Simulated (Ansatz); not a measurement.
**Equilibrium lattice constant a of some cubic tetrahedrally bonded semiconductors and semimetals**

Method: HSE06-D3(BJ) (Ansatz, an electronic-structure program, plane waves, PAW). References are measured values corrected to a static lattice or taken at low temperature (these still hold zero-point motion). The table is a random draw of 6 from 8 solids with such references.

Values in Å.

```
solid             reference  HSE06-D3(BJ)  error (%)
----------------  ---------  ------------  ---------
zinc-blende GaP      5.439*         5.403      -0.66
3C-SiC               4.346*             ?          ?
zinc-blende AlAs     5.649*         5.614      -0.62
zinc-blende AlP      5.451*         5.418      -0.61
grey tin (α-Sn)      6.477*         6.458      -0.29
zinc-blende CuCl     5.409¶         5.352      -1.05
```

**Question.** Estimate the withheld HSE06-D3(BJ) value.

**Answer.** The errors of the other rows run from -1.05 % to -0.29 %, with a median of -0.62 %; carried to the reference 4.346 it gives 4.319 Å. The run gives 4.317 Å (-0.67 %), -0.05 % from the estimate; the row was drawn at random, and such an estimate is rough. Over these 6 solids the mean error is -0.65 %, the mean absolute error 0.65 % (median 0.64 %), and the worst case zinc-blende CuCl at -1.05 %; the value is too low in 6 of 6 cases. Over all 8, from unrounded values, the mean error is -0.60 % and the mean absolute error 0.60 % (median 0.61 %).

A star marks references brought to a static lattice; the others are low-temperature values that still hold zero-point motion, which matters most for light elements.

Spin–orbit coupling is left out, also for the solids with elements from indium on (grey tin (α-Sn)); its size isn't shown.

¶ marks references of a special kind: zinc-blende CuCl, 5.409 Å (measured, low temperature, extrapolated to low temperature; as tabulated in arXiv:1206.3780).

Differences are worked out from the printed values.

Ansatz's density-functional and Hartree–Fock values are scalar-relativistic unless marked +SOC, with PAW data made under PBE.

Ansatz's runs of these crystals have no spin polarisation.

Not in this set, of the tetrahedrally bonded semiconductors and semimetals with a reference value in our tables and a result at some level: 22 for a reference at room or unstated temperature; 9 for no value at HSE06-D3(BJ) (not run, a failed fit, an unstable or unbound cell, or a value held back for tests); 2 for a high-temperature or high-pressure phase; 1 for a cell known from the COD alone. These can be a level's best or worst cases. At least 6 more with a reference value are held back for tests. Solids without a released value at any level aren't counted. Layered and molecular crystals are counted apart. The metals Ce to Yb are counted apart.

References as tabulated in Mejia-Rodriguez and Trickey (2018), arXiv:1807.09216; arXiv:1206.3780.
